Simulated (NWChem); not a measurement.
water (H$_{2}$O); SMILES O

```xyz
3

O      0.0000     0.0000     0.1326
H      0.7626     0.0000    -0.4646
H     -0.7626     0.0000    -0.4646
```
Atoms are numbered in this order, from 1.

Results from NWChem. Geometry optimised at B3LYP/6-31G*; all other runs use it. Pople sets run with spherical d functions.

```json
[
 {"quantity": "isotropic polarisability (bohr³), static", "level": "B3LYP/def2-SVPD", "value": "9.7"},
 {"quantity": "vertical, lowest state with f > 0.02, singlet (eV)", "level": "B3LYP/def2-SVPD, TDA", "value": "7.35"},
 {"quantity": "vertical ionisation energy, ΔSCF (eV)", "level": "PBE/def2-SVP", "value": "12.34"},
 {"quantity": "dipole in solution (D) in n-hexane", "level": "B3LYP/6-31G*, SMD", "value": "2.16"},
 {"quantity": "dipole (D)", "level": "B3LYP/6-31G*", "value": "2.09"},
 {"quantity": "highest harmonic frequency (cm⁻¹)", "level": "B3LYP/6-31G*", "value": "3845"}
]
```
